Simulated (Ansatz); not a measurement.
# C6H12: one species, many methods

Aim: compute C6H12 with functionals from several rungs and with coupled cluster, and see how far each lands from CCSD(T) at the basis-set limit for the atomisation energy.

Computed with Ansatz 0.2.0, Gaussian basis. Level: functionals in def2-TZVPP, the program's frozen cores in correlated methods.

The runs, in order: LDA (SPW92), PBE-D4, revPBE-D4, BLYP-D4, r2SCAN-D4, B97M-V, PBE0-D4, B3LYP-D4, r2SCANh-D4, r2SCAN0-D4, HSE06-D4, BHLYP-D4, CAM-B3LYP-D4, LC-ωPBE, ωB97X-V, ωB97M-V, B2PLYP, PBE-QIDH; CCSD(T)/def2-SVP; CCSD(T)/def2-TZVPP; MP2/def2-QZVPP; extrapolation to the limit; RPA on PBE.

1 further run of the same task is left out (set aside as unsound or not needed).

## (1) The geometry

All runs share one geometry, relaxed beforehand with PBE0-D4 in a triple-zeta def2 set.

18 atoms, charge 0, spin multiplicity 1.

Atoms are counted from 1 here; the program's logs count them from 0.

Bond lengths: C1–C2 1.491 Å, C1–H7 1.092 Å, C1–H8 1.095 Å, C1–H9 1.095 Å, C2–C3 1.327 Å, C2–H10 1.088 Å, C3–C4 1.499 Å, C3–H11 1.091 Å, C4–C5 1.528 Å, C4–C6 1.519 Å, C4–H12 1.100 Å, C5–H13 1.094 Å, C5–H14 1.093 Å, C5–H15 1.093 Å, C6–H16 1.094 Å, C6–H17 1.092 Å, C6–H18 1.092 Å. Angles: C2–C1–H7 111.4°, C2–C1–H8 111.2°, C2–C1–H9 111.2°, H7–C1–H8 108.1°, H7–C1–H9 108.1°, H8–C1–H9 106.5°, C1–C2–C3 124.6°, C1–C2–H10 116.1°, C3–C2–H10 119.3°, C2–C3–C4 127.2°, C2–C3–H11 118.1°, C4–C3–H11 114.8°, C3–C4–C5 109.9°, C3–C4–C6 114.1°, C3–C4–H12 106.8°, C5–C4–C6 110.9°, C5–C4–H12 107.0°, C6–C4–H12 107.8° and more.

## (2) LDA

This LDA is Slater exchange with PW92 correlation.

The input, in.yaml:

```yaml
crystal:
  periodic: [false, false, false]
  atoms:
    - {symbol: C, position_ang: [2.785463, 0.500993, 0.222765]}
    - {symbol: C, position_ang: [1.308921, 0.439362, 0.418913]}
    - {symbol: C, position_ang: [0.517927, -0.494769, -0.094646]}
    - {symbol: C, position_ang: [-0.969933, -0.603098, 0.052877]}
    - {symbol: C, position_ang: [-1.629740, -0.628844, -1.325062]}
    - {symbol: C, position_ang: [-1.585274, 0.473771, 0.929295]}
    - {symbol: H, position_ang: [3.140173, -0.323164, -0.399729]}
    - {symbol: H, position_ang: [3.083077, 1.440516, -0.254285]}
    - {symbol: H, position_ang: [3.314232, 0.456468, 1.180590]}
    - {symbol: H, position_ang: [0.874495, 1.226321, 1.031520]}
    - {symbol: H, position_ang: [0.973946, -1.273186, -0.707738]}
    - {symbol: H, position_ang: [-1.171819, -1.576135, 0.524214]}
    - {symbol: H, position_ang: [-1.480611, 0.325563, -1.837788]}
    - {symbol: H, position_ang: [-1.206694, -1.415406, -1.954848]}
    - {symbol: H, position_ang: [-2.705155, -0.805450, -1.241082]}
    - {symbol: H, position_ang: [-1.429380, 1.466963, 0.498063]}
    - {symbol: H, position_ang: [-1.156984, 0.471129, 1.934205]}
    - {symbol: H, position_ang: [-2.662642, 0.318995, 1.022747]}
basis:
  gaussian: {orbitals: def2-TZVPP}
hamiltonian: {xc: lda}
output: {orbitals: {seedname: orbitals}}
```

On the command line:

```console
$ ansatz run in.yaml --threads 2 --pin off --events-out ev --progress --plain --max-ram 32768MiB --backend cuda --devices 0, --max-vram 18GiB
```

After this run come: PBE-D4 (GGA); revPBE-D4 (GGA); BLYP-D4 (GGA); r2SCAN-D4 (meta-GGA); B97M-V (meta-GGA); PBE0-D4 (hybrid); B3LYP-D4 (hybrid); r2SCANh-D4 (hybrid); r2SCAN0-D4 (hybrid); HSE06-D4 (hybrid); BHLYP-D4 (hybrid); CAM-B3LYP-D4 (range-separated); LC-ωPBE (range-separated); ωB97X-V (range-separated); ωB97M-V (range-separated); B2PLYP (double hybrid); PBE-QIDH (double hybrid); CCSD(T) in def2-SVP; CCSD(T) in def2-TZVPP; MP2 in def2-QZVPP; RPA on PBE orbitals.

Before running them: what should the planned runs give, taken together? Wanted: atomisation energy, CCSD(T)/CBS; farthest beyond LDA; mean size of error, GGA; mean size of error, meta-GGA; mean size of error, hybrid; mean size of error, range-separated; mean size of error, double hybrid; gap, smallest and largest; T1 diagnostic.

**Answer**, as computed:

```
                               quantity                                                                                             value
        atomisation energy, CCSD(T)/CBS                                                                                         75.706 eV
    functionals within 0.379 eV (0.5 %)  revPBE-D4, BLYP-D4, r2SCAN-D4, B97M-V, B3LYP-D4, r2SCANh-D4, LC-ωPBE, ωB97X-V, ωB97M-V, PBE-QIDH
                    farthest beyond LDA                                                                                PBE-D4 (+1.494 eV)
                mean size of error, GGA                                                                                          0.603 eV
           mean size of error, meta-GGA                                                                                          0.212 eV
             mean size of error, hybrid                                                                                          0.572 eV
    mean size of error, range-separated                                                                                          0.184 eV
      mean size of error, double hybrid                                                                                          0.322 eV
              gap, smallest and largest                                                         5.39 eV (LDA (SPW92)), 12.56 eV (LC-ωPBE)
                          T1 diagnostic                                                                                            0.0093
triples share of the correlation energy                                                                                             4.0 %
```

What this shows: The LDA atomisation energy is off by 10.035 eV (13 %): it overbinds. PBE-D4 is off by +1.494 eV. Double hybrids carry the basis error of their MP2 part in triple zeta, and no dispersion term here, so their miss is partly the set-up's. The rungs range-separated, meta-GGA, double hybrid miss on average by less than the doubt on the reference (0.379 eV), so they tie. The reference freezes the cores and leaves out relativity and excitations past (T), so misses under about 0.379 eV can't be ranked. Hartree-Fock recovers 76 % of the binding; the rest is correlation. CCSD(T) in def2-SVP is off by -2.592 eV, so the small basis spoils what the method gains. Orbital gaps span 5.4 to 12.6 eV; exact exchange widens them.
